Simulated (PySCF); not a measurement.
Basis-set dependence of MgB⁺ at PBE0

PySCF, UKS reference; singlet, unpaired electrons none; De to Mg⁺ + B without counterpoise correction.

| basis | relativity | functions | Re (Å) | ωe (cm⁻¹) | De (eV) | μ (D) |
| --- | --- | --- | --- | --- | --- | --- |
| cc-pVDZ | no relativity | 32 | 2.596 | 327 | 1.55 | -1.39 |
| def2-SVPD | no relativity | 41 | 2.594 | 318 | 1.51 | -1.51 |
| pcseg-2 | no relativity | 49 | 2.568 | 348 | 1.50 | -1.90 |

Q: How does each smaller set differ from the one with most functions, pcseg-2?

A: cc-pVDZ: +2.8 pm, -6.0 % in ωe, +0.05 eV in De; def2-SVPD: +2.6 pm, -8.6 % in ωe, +0.01 eV in De. All at PBE0; the set with most functions is neither the basis-set limit nor always the best.

A positive dipole points towards B; it is taken about the centre of mass and depends on that origin. ⟨S²⟩ is raised (MgB⁺ 0.23, MgB⁺ 0.25), so spin contamination touches these numbers. For an ion De counts to the pair picked by the measured ionisation energies or electron affinities, which need not be the lowest pair at this level.
